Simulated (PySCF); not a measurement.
A simulated first-order isotropic EPR spectrum at 9.69 GHz has these lines.

```
   343.20    1 ###############
   344.06    1 ###############
   344.14    2 ##############################
   344.93    1 ###############
   345.01    2 ##############################
   345.09    1 ###############
   345.88    2 ##############################
   345.95    1 ###############
   346.82    1 ###############
```
Columns: field (mT), relative intensity.

Task: Find the g value from the centre of the pattern.

Result: The pattern is symmetric about 345.01 mT, so g = hν/(μB·B0) = 9690/(13.99624 × 345.01) = 2.0067, a shift of +4.4 × 10⁻³ from the free-electron value.

Task: Take the pattern apart into splittings.

Result: The first two lines at either end are about 0.87 mT apart, which is the smallest coupling, and their intensity ratio 1:1 counts the nuclei that share it. In full: a 1:2:1 triplet of 0.94 mT (27 MHz), from 2 nuclei of spin 1/2; a 1:1:1 triplet of 0.87 mT (24 MHz), from 1 nucleus of spin 1. Check: Σ 2nI·a is the distance from the first to the last line, 3.62 mT.

Task: The radical has the formula H2NO. Propose a structure, and say which nuclei carry the couplings.

Result: The pattern alone needn't single out one isomer; the structure behind this simulation is `[O]N` (H2NO) [radical], numbered [NH2:1][O:2] (hydrogens: H3, H4 on N1). 0.94 mT: 1H at H3/H4 (1 bond from N1; computed sign −); 0.87 mT: 14N at N1 (a main spin site; computed sign +). The Mulliken spin populations are largest on O2 (+0.63) and N1 (+0.40). Main spin sites, with 60 % or more of the largest population: N1, O2; positions count bonds from the nearest.

Level of theory: PySCF 2.14.0, UKS B3LYP, pcH-1 on H N O, non-relativistic, mean-field spin-orbit, GIAO. Geometry: GFN2-xTB; no solvent, vibrations or thermal averaging. The geometry wasn't refined by DFT: couplings that depend on bond lengths, twists or pyramidal angles can differ widely from those at the functional's own minimum.

Rare isotopes and splittings under 0.04 mT were left out of the simulation.
